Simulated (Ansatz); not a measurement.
A made-up structure of CH₆NS (charge +1), singlet:

```xyz
9
angstrom
N -0.6860 0.4776 -0.5178
C 0.3863 -0.5205 -0.1175
S 1.5116 0.1619 1.0792
H -1.2814 0.1244 -1.2732
H -0.2516 1.3518 -0.8257
H -1.2826 0.7073 0.2801
H 0.9455 -0.7516 -1.0237
H 2.7458 0.6786 1.3228
H 0.7803 -0.1335 2.1682
```

It is relaxed with PBE-D4/def2-SVP and then PBE0-D4/def2-TZVP (Ansatz 0.2.0). Atoms count as bonded within 1.22 times the sum of their covalent radii (H–H: 0.88 Å). The end point is not checked to be a true minimum.

(1) Does its bonding change? (A judgement: the text doesn't fix the answer.)

Results:

(1) The calculation gives: No: no bond forms or breaks.

Where it ends: The first stage lowers the energy by 1.40 eV in 12 steps. It ends as CH₆NS ([NH3][CH][SH2]), total charge +1:
```xyz
9
angstrom
N -0.5402 0.5638 -0.4707
C 0.4856 -0.4444 -0.1712
S 1.5765 -0.2714 1.0540
H -1.1654 0.1783 -1.1831
H -0.1974 1.4637 -0.8321
H -1.1336 0.7620 0.3388
H 0.8367 -1.0026 -1.0235
H 2.1241 0.9884 1.1668
H 0.8816 -0.1416 2.2131
```

Labels in which every atom is bracketed show which atoms are joined, not bond orders.

For scale, one of the runs: PBE0-D4/def2-TZVP relaxation, 135 basis functions, launched by `ansatz run in.yaml --threads 2 --pin off --events-out ev --progress --plain --max-ram 4352MiB`. The run took about 8 s on 2 CPU threads of an AMD EPYC 9B45 (shared host).
